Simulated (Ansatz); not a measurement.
Two shapes of singlet NO₂(+).

Shape 1:

```xyz
3

O     0.0000    0.0000   -1.2650
N     0.0000    0.0000    0.0000
O     0.0000    0.0000    1.2650
```

Shape 2:

```xyz
3

O     0.0000    0.0000   -1.2075
N     0.0000    0.0000    0.0000
O     0.0000    0.0000    1.2075
```

Basis set: def2-SVP (spherical functions). Correlated methods keep 3 orbitals frozen. Charge 1, multiplicity 1.

Computed with Ansatz (development build ahead of 0.2.0); each method stands on the lowest determinant of its kind that the runs found.

(1) Which shape is lower in energy, and by how much in each method?

Answers

(1)

| method | E(2) − E(1) (eV) |
| --- | --- |
| RHF | -1.695 |
| UHF | -1.264 |
| RHF-MP2 | -0.814 |
| UHF-MP2 | -3.783 |
| RHF-CCSD(T) | -0.941 |

Shape 2 is lower. Caution for RHF, RHF-MP2, RHF-CCSD(T): an unrestricted determinant lies well below. Caution for UHF, UHF-MP2: the unrestricted determinant is a mixture of spin states; the determinant may break the point group. Caution for UHF-MP2: another reference gives a lower total.
